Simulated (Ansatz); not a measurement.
This geometry of BH4N + H2O (9 atoms, charge 0, multiplicity 1) is a first-order saddle point.

Level of theory: RKS PBE0/6-31G* in Ansatz 0.2.0.

```xyz
9
Properties=species:S:1:pos:R:3
B -0.039 0.213 0.250
N -0.006 0.059 1.807
H -0.739 -0.495 2.235
H 0.888 -0.184 2.219
H 1.015 0.003 -0.290
H -1.032 -0.259 -0.252
O -0.233 1.819 0.407
H -1.132 2.065 0.146
H -0.232 1.379 1.487
```

Task: Which two structures does it join? (They come from a converged band through this point; their orientation in space is the band's.)

Result: Bonds broken: O7–H9. Bonds formed: B1–O7, N2–H9. BH4N + H2O becomes BH6NO.

Image 0:

```xyz
9
Properties=species:S:1:pos:R:3
B 0.076 -0.331 0.305
N 0.088 -0.378 1.701
H -0.734 -0.559 2.259
H 0.940 -0.349 2.243
H 1.111 -0.203 -0.282
H -0.977 -0.438 -0.260
O -0.437 2.603 0.612
H -1.281 2.383 0.199
H -0.296 1.873 1.231
```

Image 10:

```xyz
9
Properties=species:S:1:pos:R:3
B -0.101 0.488 0.152
N 0.091 0.151 1.809
H -0.800 0.139 2.302
H 0.563 -0.737 1.971
H 1.040 0.349 -0.250
H -0.879 -0.380 -0.215
O -0.568 1.840 0.108
H -1.510 1.853 -0.082
H 0.654 0.897 2.213
```

Task: How far does it lie above each of them?

Result: 0.34 eV above the first and 1.00 eV above the second. This is the barrier of this one path; another mechanism may lie lower. The orbitals stay closed-shell, which can raise the energy where a bond breaks towards radicals; this wasn't checked here.

Run time: 2.9 min on 1 thread of Arm Neoverse V1, on a shared host, peak memory 0.11 GiB.
